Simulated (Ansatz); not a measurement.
Energy needed to pull apart AlNH$_{3}$ (SMILES [NH][AlH2]), doublet, into free ground-state atoms, from the structure below (displaced at random from a GFN2-xTB minimum); no zero-point or spin–orbit terms; open-shell atoms are treated unrestricted, in their ground-state multiplicity.

```tsv
atom	x (Å)	y (Å)	z (Å)
N1	0.4554	-0.7918	0.6878
Al2	-0.2188	0.4137	-0.3440
H3	0.9151	-1.5356	1.3949
H4	-1.3371	0.0282	-1.3033
H5	0.1762	1.8119	-0.4922
```

Program: Ansatz 0.2.0. Basis: def2-TZVPP. Cores are frozen in the correlated methods; orbitals are unrestricted.

| method | atomization energy (eV) |
| --- | --- |
| PBE-D4 | 12.59 |
| r2SCAN-D4 | ? |
| PBE0-D4 | 12.30 |
| r2SCANh-D4 | ? |
| BHLYP-D4 | 12.32 |
| wB97M-V | 12.60 |
| HF | 8.48 |
| MP2 | 11.91 |
| CCSD | 11.89 |
| CCSD(T) | 12.04 |

(1) What does r2SCANh-D4 give? (To be estimated.)

(2) What does r2SCAN-D4 give? (An estimate is asked for; the value comes from the calculation.)

The T1 diagnostic stays at or below 0.017. ⟨S²⟩ of the unrestricted Hartree–Fock references: 0.77 (a pure state has 0.75).

Answers

(1) Computed: 12.47 eV, which is about 0.43 eV more than CCSD(T)/def2-TZVPP.

(2) Computed: 12.58 eV, which is about 0.54 eV more than CCSD(T)/def2-TZVPP.

In triple zeta the MP2 and coupled-cluster atomization energies are still short of their basis limit by a few kcal/mol a bond, whereas those of the functionals are nearly converged, so these differences are not deviations from converged CCSD(T).

For scale, one of the runs: CCSD(T)/def2-TZVPP forces, 115 basis functions (an equivalent command: `ansatz run in.yaml --threads 4`). The run took 30 s on 4 CPU threads (shared host), with 1.5 GiB of host memory at its peak.
